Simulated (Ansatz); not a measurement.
A structure relaxed at PBE0-D4/def2-TZVPD in Ansatz, charge -1, singlet:

```
atom    x (Å)    y (Å)    z (Å)
 Si1  -1.6145   0.1306  -0.5532
 Si2   0.3935   0.2995   0.2966
  H3  -1.2308  -1.2553  -1.1094
  H4   1.5629  -0.6548   0.2700
  H5   0.8889   1.4800   1.0960
```

Give its formula and point group.

the cluster Si₂H₃⁻. Point group Cs (tolerance 0.1 Å).

Summarise the bond lengths by kind (pairs closer than 1.2 times the sum of covalent radii, bridged metal pairs left out).

1 × Si–Si 2.19 Å; 3 × H–Si 1.51 to 1.54 Å.

The structure comes from a short search, and lower isomers may exist.
